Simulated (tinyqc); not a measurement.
Hueckel theory of the pi electrons with the omega technique, for the molecule [CH2]C([CH2])=C (SMILES; centres numbered as the heavy atoms are written), step by step. Computed by tinyqc, a small Python program that keeps every step. Settings: charge = 0, omega = 0.6, damping = 0.7. Command: `OMP_NUM_THREADS=1 python tinyqc.py 21868 21869 out.jsonl` (the two numbers bound the seeds that draw the settings). One thread of a shared host (Intel(R) Xeon(R) Processor @ 2.60GHz), about 0.01 s of CPU time with the checks.

## The Hueckel matrix

Centres:
```
centre  z_r, pi electrons of the neutral centre         h
1C                                            1  0.000000
2C                                            1  0.000000
3C                                            1  0.000000
4C                                            1  0.000000
```

Bonds:
```
i  j  k
1  2  1
2  3  1
2  4  1
```

H_rr = alpha + h_r beta, H_rs = k_rs beta for bonded centres.

Hueckel matrix in units of beta (H = alpha + beta A):
```
          1C        2C        3C        4C
1C  0.000000  1.000000  0.000000  0.000000
2C  1.000000  0.000000  1.000000  1.000000
3C  0.000000  1.000000  0.000000  0.000000
4C  0.000000  1.000000  0.000000  0.000000
```

## Orbitals, round 1

pi electrons, sum of z_r less the charge = 4

Diagonalise; E = alpha + x beta with beta < 0, so the largest x are filled first; degenerate levels share their electrons. P = sum n_i c_ri c_si; each orbital has its largest coefficient positive (the first on a tie).

x values: 1.732051  0.000000  0.000000  -1.732051

occupations: 2.000000  1.000000  1.000000  0.000000

coefficients:
```
         MO1        MO2        MO3        MO4
1C  0.408248   0.000000   0.816497  -0.408248
2C  0.707107   0.000000   0.000000   0.707107
3C  0.408248   0.707107  -0.408248  -0.408248
4C  0.408248  -0.707107  -0.408248  -0.408248
```

charge and bond-order matrix P:
```
          1C        2C        3C        4C
1C  1.000000  0.577350  0.000000  0.000000
2C  0.577350  1.000000  0.577350  0.577350
3C  0.000000  0.577350  1.000000  0.000000
4C  0.000000  0.577350  0.000000  1.000000
```

Within a degenerate level the vectors are fixed only up to a rotation; this is one choice.

## Omega technique, round 1

h_r = h_r(0) + omega q_r, omega = 0.6, with q_r = z_r - P_rr; 0.7 of the old diagonal is kept.

matrix after round 1:
```
          1C        2C        3C        4C
1C  0.000000  1.000000  0.000000  0.000000
2C  1.000000  0.000000  1.000000  1.000000
3C  0.000000  1.000000  0.000000  0.000000
4C  0.000000  1.000000  0.000000  0.000000
```

## Convergence

Each round sets h_r = h_r(0) + omega (z_r - P_rr), keeping the share named as damping of the old diagonal; repeat until output and input diagonals agree to 1e-6.

Rounds:
```
round   sum n x  largest |h(out) - h(in)|
1      3.464102                  3.33e-16
```

Converged in 1 rounds.

## Energy, charges, bond orders

E = sum n x; q_r = z_r - P_rr; bond order p = P_rs; free valence = sqrt(3) - sum of p over the bonds of the atom.

pi energy = 4 alpha + this times beta = 3.464102

pi charges: 1C 0.000000, 2C 0.000000, 3C 0.000000, 4C 0.000000

Bond orders and lengths from R = 1.517 - 0.180 p (angstrom, C-C alone):
```
bond         p         R
1-2   0.577350  1.413077
2-3   0.577350  1.413077
2-4   0.577350  1.413077
```

free valence of the carbons: 1C 1.154701, 2C 0.000000, 3C 1.154701, 4C 1.154701

gap between the highest filled and the next level = 1.732051 |beta|
